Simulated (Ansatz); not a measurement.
Consider the homolysis of the C–H bond: `CCOC` → `[CH2]COC`• + H•.

Computed with Ansatz on PBE0-D4/def2-TZVP structures; ΔE is electronic, products minus reactants. CCSD(T)/CBS adds triple-zeta CCSD(T) − MP2 to the extrapolated MP2 energy (def2 sets, frozen cores). This one scheme is used for every species, atoms too. DFT in def2-TZVPP. B3LYP here is the variant with VWN-RPA as its local correlation; programs differ in this. Open shells (•) are unrestricted, without spin–orbit coupling. Each species was taken in one conformer, which may not be the lowest.

`CCOC`:

Z-matrix (Å, degrees):
```
C
C 1 1.507
H 1 1.092 2 110.6
H 1 1.092 2 110.6 3 -119.9
H 1 1.092 2 110.4 3 120.0
O 2 1.405 1 108.9 3 59.9
H 2 1.102 1 110.6 3 -60.9
H 2 1.102 1 110.6 3 -179.2
C 6 1.399 2 112.4 1 180.0
H 9 1.090 6 107.7 2 -180.0
H 9 1.100 6 111.6 2 60.6
H 9 1.100 6 111.6 2 -60.6
```

`[CH2]COC`•:

```xyz
11

C     1.814   -0.700    0.083
C     0.635    0.166   -0.085
O    -0.531   -0.542    0.237
C    -1.686    0.229    0.067
H     1.684   -1.765    0.215
H     2.809   -0.287   -0.010
H     0.722    1.071    0.546
H     0.570    0.541   -1.127
H    -2.540   -0.393    0.334
H    -1.677    1.119    0.714
H    -1.799    0.562   -0.975
```

```tsv
level	ΔE (kJ/mol)
BLYP-D4	447.7
B3LYP-D4	453.3
```

(1) What does CCSD(T)/CBS give? (Estimate.)

(2) What do rigid-rotor, harmonic-oscillator terms from PBE0-D4/def2-TZVP frequencies (298.15 K, 1 bar) make of the CCSD(T)/CBS value? (Estimate.)

Largest T1 diagnostic among the species: 0.011.

Results:

(1) The calculation gave: +464.5 kJ/mol. The listed levels differ from it by -16.8, -11.2 kJ/mol.

(2) Computed: ΔZPE = -40.8 kJ/mol, ΔH = +431.2 kJ/mol, ΔS = 131 J/(mol·K), ΔG = +392.3 kJ/mol. Open shells count their whole term as degenerate.

Leaving LDA and LC-ωPBE aside and taking each functional with its dispersion term where it has one, the values, not all of them listed here, spread over 22.1 kJ/mol, from r2SCAN-D4 to ωB97M-V. LDA lies +49.7 kJ/mol from PBE without D4, its usual overbinding. In def2-TZVPP, CCSD(T) changes the Hartree–Fock value by +105.5 kJ/mol (the triples alone add +3.8 kJ/mol) and MP2 by +104.3 kJ/mol; breaking electron pairs costs correlation energy, which Hartree–Fock lacks.
